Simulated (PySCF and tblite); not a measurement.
Results of a calculation; reference values are marked as such.
C4H6O2, numbered as in [CH2:1]=[CH:2][C:3](=[O:4])[O:5][CH3:6].

Geometries PBE0-D3(BJ)/def2-SVP; weights from PBE0-D3(BJ)/def2-TZVP (IEF-PCM, chloroform) energies and GFN2-xTB thermal corrections, with symmetry numbers and mirror pairs. Conformers within 3 kcal/mol (GFN2-xTB free energy) were kept, 8 at most. Run with PySCF (density fitting) and tblite.

Rotational constants are equilibrium values for the commonest isotopes; dipoles come from the energy level named and are polarised by its solvent model.

Torsions listed: C1–C2–C3–O5, O4–C3–O5–C6.

```tsv
conformer	shape	symmetry	weight %
1	-179°, 0°	Cs	69.5
2	0°, 0°	Cs	30.5
```

Sets of constants, in random order:

```
set  A (MHz)  B (MHz)  C (MHz)  abs μa (D)  abs μb (D)  abs μc (D)
  P    10397     2340     1934        0.04        1.99        0.01
  Q     6957     2829     2037        0.87        2.66        0.01
```

(1) Match each set to its conformer.

## Answers

(1) P is conformer 1, Q is conformer 2.
